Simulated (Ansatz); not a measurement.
`CO/C=C/F` and `O/C=C\F` differ in one atom or group (the configuration at the double bond changes too).

Ansatz, PBE0-D4/def2-TZVP geometries, multiplicity 1. Each molecule was computed in one conformer, which needn't be the lowest.

```csv
property,`CO/C=C/F`
HOMO energy (PBE/def2-TZVPP) / eV,-5.33
HOMO–LUMO gap (PBE0/def2-TZVPP) / eV,7.51
LUMO energy (PBE/def2-TZVPP) / eV,-0.12
LUMO energy (PBE0/def2-TZVPP) / eV,0.90
HOMO–LUMO gap (B3LYP/def2-TZVPP) / eV,7.02
LUMO energy (ωB97M-V/def2-TZVPP) / eV,2.82
```

Question: Give the same properties after the change, and the shifts. (An estimate is asked.)

Answer: Ansatz gave: 
```csv
property,`O/C=C\F`,shift
HOMO energy (PBE/def2-TZVPP) / eV,-5.46,-0.13
HOMO–LUMO gap (PBE0/def2-TZVPP) / eV,7.67,0.16
LUMO energy (PBE/def2-TZVPP) / eV,-0.12,0.00
LUMO energy (PBE0/def2-TZVPP) / eV,0.90,0.00
HOMO–LUMO gap (B3LYP/def2-TZVPP) / eV,7.18,0.16
LUMO energy (ωB97M-V/def2-TZVPP) / eV,2.63,-0.19
```

B3LYP here is the variant with VWN-RPA as its local correlation; programs differ in this.
